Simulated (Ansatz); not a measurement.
`NCC(F)F`. The species carries charge 0 and has multiplicity 1. The geometry is a stationary point of PBE0-D4/def2-TZVP. It is one conformer, not always the lowest.

```xyz
10

N     0.156    0.099   -1.454
C     0.502    0.461   -0.101
C    -0.291   -0.239    0.978
F    -1.620    0.017    0.826
F    -0.137   -1.588    0.876
H     0.286   -0.895   -1.597
H    -0.819    0.301   -1.635
H     0.368    1.538    0.037
H     1.561    0.248    0.077
H    -0.006    0.056    1.994
```

**Question.** What is the dipole moment at ωB97M-V/def2-TZVPP? (An estimate is asked.)

**Answer.** Computed: 1.18 D, with components (0.72, 0.69, 0.63) D in this frame, pointing from negative to positive charge.

**Question.** And with PBE, r2SCAN, B3LYP? (Estimate.)

**Answer.** Computed: PBE 1.04 D, r2SCAN 1.11 D, B3LYP 1.19 D.

**Question.** Give the Mulliken charges with ωB97M-V, B3LYP, PBE in def2-TZVPP. (An estimate is asked.)

**Answer.** Computed: 
| atom | ωB97M-V | B3LYP | PBE |
| --- | --- | --- | --- |
| N1 | -0.28 | -0.33 | -0.33 |
| C2 | -0.06 | -0.01 | -0.03 |
| C3 | 0.25 | 0.29 | 0.22 |
| F4 | -0.21 | -0.22 | -0.18 |
| F5 | -0.21 | -0.22 | -0.18 |
| H6 | 0.11 | 0.13 | 0.14 |
| H7 | 0.11 | 0.13 | 0.14 |
| H8 | 0.10 | 0.08 | 0.07 |
| H9 | 0.10 | 0.08 | 0.07 |
| H10 | 0.08 | 0.06 | 0.04 |

B3LYP here is the variant with VWN-RPA as its local correlation; programs differ in this.
